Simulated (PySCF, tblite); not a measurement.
Isomers of C4H9PS, one GFN2-xTB conformer each. Single-point energies are computed at PBE0/pcSseg-1 (PySCF, gas phase, no added dispersion term), electronic only.

Task: Rank them by PBE0/pcSseg-1 energy, lowest first (kcal/mol).
A. `[CH2:1]=[C:2]([CH3:3])[P@H:4]([CH3:5])=[S:6]` with C1–C2–P4–C5 109°
B. `[CH3:1][C@H:2]1[CH2:3][P@@H:4](=[S:5])[CH2:6]1` with C1–C2–C3–P4 141°, C2–C3–P4–S5 -140°, C3–P4–C6–C2 16°, C1–C2–C6–P4 -141°
C. `[CH3:1]/[CH:2]=[P:3]/[CH2:4][S:5][CH3:6]` with C2–P3–C4–S5 -45°, P3–C4–S5–C6 -64°

Result: B (0.0), A (4.2), C (27.5).

As drawn, the lowest has a four-membered ring, which the highest lacks. GFN2-xTB itself gives, in the same order: 0.0, 10.9, 41.3. Both levels put the same isomer lowest; measured from each level's own lowest isomer, the values differ by up to 13.8 kcal/mol (C/C=P/CSC: 41.3 against 27.5).

Task: Which frontier levels, dipoles and rotational constants go with these structures?

Result: 
```tsv
SMILES	HOMO (eV, PBE0/pcSseg-1)	LUMO (eV)	dipole (D)	A, B, C (MHz)
C[C@H]1C[P@@H](=S)C1	-6.59	0.51	4.77	6419, 1226, 1185
C=C(C)[P@H](C)=S	-6.48	-0.65	4.77	3333, 1700, 1304
C/C=P/CSC	-6.26	-1.48	0.72	3805, 1272, 1165
```

Task: What happens when harmonic zero-point energies from GFN2-xTB frequencies are added?

Result: 
| SMILES | ZPE (kcal/mol) | electronic (kcal/mol) | with ZPE (kcal/mol) |
| --- | --- | --- | --- |
| C[C@H]1C[P@@H](=S)C1 | 75.4 | 0.0 | 0.0 |
| C=C(C)[P@H](C)=S | 73.0 | 4.2 | 1.8 |
| C/C=P/CSC | 74.1 | 27.5 | 26.2 |

The zero-point energies span 2.4 kcal/mol. The order is unchanged.
